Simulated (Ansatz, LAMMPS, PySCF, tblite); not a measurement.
**Cohesive energy of rock-salt LiF: levels of theory against measurement**

Reference value: 4.46 eV/atom (measured, static lattice: zero-point vibration energy added; as tabulated in Mejia-Rodriguez and Trickey (2018), arXiv:1807.09216).

```json
[
 {"level (code)": "EIM (LAMMPS)", "value (eV/atom)": "4.43", "cell (Å³/atom)": "8.11", "error (eV/atom)": "-0.03"},
 {"level (code)": "GFN1-xTB (tblite)", "value (eV/atom)": "4.18", "cell (Å³/atom)": "8.91", "error (eV/atom)": "-0.28"},
 {"level (code)": "LDA (Ansatz)", "value (eV/atom)": "4.93", "cell (Å³/atom)": "7.47", "error (eV/atom)": "+0.47"},
 {"level (code)": "PBE (PySCF)", "value (eV/atom)": "4.32 ± 0.04", "cell (Å³/atom)": "8.40", "error (eV/atom)": "-0.14"},
 {"level (code)": "r²SCAN+rVV10 (Ansatz)", "value (eV/atom)": "4.46", "cell (Å³/atom)": "7.84", "error (eV/atom)": "0.00"},
 {"level (code)": "MP2 (PySCF)", "value (eV/atom)": "4.54 ± 0.1", "cell (Å³/atom)": "8.29", "error (eV/atom)": "+0.08"},
 {"level (code)": "CCSD(T) (PySCF)", "value (eV/atom)": "4.42 ± 0.1", "cell (Å³/atom)": "8.17", "error (eV/atom)": "-0.04"}
]
```

Leaving aside GFN1-xTB (doubt noted below): Once the reference is moved by up to 0.04 eV/atom (a margin picked here for doubts on the reference and the settings) and values within 0.03 eV/atom count as equal, the nearest can be r²SCAN+rVV10 (0.00 eV/atom), EIM (-0.03 eV/atom), CCSD(T) (-0.04 eV/atom) or MP2 (+0.08 eV/atom). Among them LDA (+0.47 eV/atom) misses by most. Within 0.2 eV/atom: EIM, PBE, r²SCAN+rVV10, MP2, CCSD(T).

Free atoms are spin-polarised, in the lowest state found; at levels without +SOC their spin–orbit coupling is left out.  A ± on a computed value is a rough bar: the spread of its extrapolation, a floor set from checks against published values, or a statistical error. GFN1-xTB: the free atoms are run in the same model without spin. GFN1-xTB: the method was fitted mainly to molecules. GFN1-xTB: the run uses a supercell at the zone centre in place of a k mesh. Each level is taken at its own relaxed cell. Cutoffs differ between the levels. Ansatz's density-functional and Hartree–Fock values are scalar-relativistic unless marked +SOC, with PAW data made under PBE.

Empirical potentials (EIM) are fitted to chosen data: where that held the value shown, agreement is built in, and what lay outside the fit can be far off.

Differences are worked out from the printed values.

Ansatz is a first-principles code.
